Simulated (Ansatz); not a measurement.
**C2H3NO: one species, many methods**

One table from this session's results is given with a row withheld; the runs are named, their logs left out.

The runs use Ansatz 0.2.0, Gaussian basis; functionals in def2-TZVPP, the program's frozen cores in correlated methods.

Plan: LDA (SPW92), PBE-D4, revPBE-D4, BLYP-D4, r2SCAN-D4, B97M-V, PBE0-D4, B3LYP-D4, r2SCANh-D4, r2SCAN0-D4, HSE06-D4, BHLYP-D4, CAM-B3LYP-D4, LC-ωPBE, ωB97X-V, ωB97M-V, B2PLYP, PBE-QIDH; CCSD(T)/def2-SVP; CCSD(T)/def2-TZVPP; MP2/def2-QZVPP; extrapolation to the limit; RPA on PBE.

## The relaxed structure

An earlier PBE0-D4 in a triple-zeta def2 set relaxation fixed the geometry.

7 atoms, charge 0, spin multiplicity 1.

Atoms are counted from 1 here; the program's logs count them from 0.

Bond lengths: N1–C2 1.323 Å, N1–H5 1.006 Å, N1–H6 1.004 Å, C2–C3 1.387 Å, C2–O4 1.258 Å, C3–H7 1.095 Å. Angles: C2–N1–H5 119.4°, C2–N1–H6 120.4°, H5–N1–H6 119.4°, N1–C2–C3 142.1°, N1–C2–O4 128.3°, C3–C2–O4 89.2°, C2–C3–H7 111.0°.

Coordinates:

```xyz
7
charge 0, multiplicity 1
N    -0.7358    0.7931   -0.1843
C     0.0872   -0.2417   -0.1288
C     1.3960   -0.5839    0.1756
O    -0.1087   -1.4170   -0.5316
H    -1.6102    0.7040   -0.6742
H    -0.4321    1.6999    0.1202
H     1.4649   -1.0224    1.1772
```

The first run:

File in.yaml:

```yaml
crystal:
  periodic: [false, false, false]
  atoms:
    - {symbol: N, position_ang: [-0.735771, 0.793082, -0.184302]}
    - {symbol: C, position_ang: [0.087216, -0.241750, -0.128759]}
    - {symbol: C, position_ang: [1.395956, -0.583942, 0.175638]}
    - {symbol: O, position_ang: [-0.108713, -1.417014, -0.531553]}
    - {symbol: H, position_ang: [-1.610236, 0.703993, -0.674158]}
    - {symbol: H, position_ang: [-0.432104, 1.699915, 0.120235]}
    - {symbol: H, position_ang: [1.464852, -1.022383, 1.177200]}
basis:
  gaussian: {orbitals: def2-TZVPP}
hamiltonian: {xc: lda}
output: {orbitals: {seedname: orbitals}}
```

Command:

```sh
$ ansatz run in.yaml --threads 2 --pin off --events-out ev --progress --plain --max-ram 4352MiB
```

Steps of the session up to this table: LDA; PBE-D4 (GGA); revPBE-D4 (GGA); BLYP-D4 (GGA); r2SCAN-D4 (meta-GGA); B97M-V (meta-GGA); B3LYP-D4 (hybrid); r2SCANh-D4 (hybrid); r2SCAN0-D4 (hybrid); HSE06-D4 (hybrid); BHLYP-D4 (hybrid); CAM-B3LYP-D4 (range-separated); LC-ωPBE (range-separated); ωB97X-V (range-separated); ωB97M-V (range-separated); B2PLYP (double hybrid); PBE-QIDH (double hybrid).

One of the session's tables, all rows but one given; the rest of the session is left out.

It belongs to the step «Frontier levels by functional». 

| functional | HOMO (eV) | gap (eV) |
| --- | --- | --- |
| LDA (SPW92) | -5.16 | 2.55 |
| PBE-D4 | -5.03 | 2.72 |
| revPBE-D4 | ? | ? |
| BLYP-D4 | -4.95 | 2.76 |
| r2SCAN-D4 | -5.32 | 3.32 |
| B97M-V | -5.44 | 3.59 |
| PBE0-D4 | -6.41 | 5.27 |
| B3LYP-D4 | -6.21 | 4.79 |
| r2SCANh-D4 | -5.83 | 4.25 |
| r2SCAN0-D4 | -6.61 | 5.66 |
| HSE06-D4 | -6.00 | 4.47 |
| BHLYP-D4 | -7.76 | 7.84 |
| CAM-B3LYP-D4 | -7.87 | 7.90 |
| LC-ωPBE | -9.23 | 10.55 |
| ωB97X-V | -8.87 | 10.10 |
| ωB97M-V | -8.76 | 9.85 |

Q: Estimate the row for revPBE-D4 from the others.

As computed: HOMO (eV): -4.97; gap (eV): 2.78. In the column «HOMO (eV)» it lies between PBE-D4 (-5.03) and BLYP-D4 (-4.95).
